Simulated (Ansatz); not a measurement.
## Antifluorite Mg₂Sn: properties by level of theory

Reference values: lattice constant a 6.766 Å (measured, temperature not stated, not corrected to a static lattice; as tabulated in Freccero, Grin, Wagner, Dalton Trans. (2023), ESI).

```tsv
level (code)	lattice parameter a (Å)	enthalpy of formation (eV/atom)
LDA (Ansatz)	6.663	-0.237
PBE-D3(BJ) (Ansatz)	…	-0.179
rVV10 (Ansatz)	6.836	-0.176
```

Question: What belongs in the gaps?

Answer: 
- PBE-D3(BJ) (Ansatz, a program for electronic structure), lattice parameter a (Å): 6.713

Ansatz's density-functional and Hartree–Fock values are scalar-relativistic unless marked +SOC, with PAW data made under PBE.
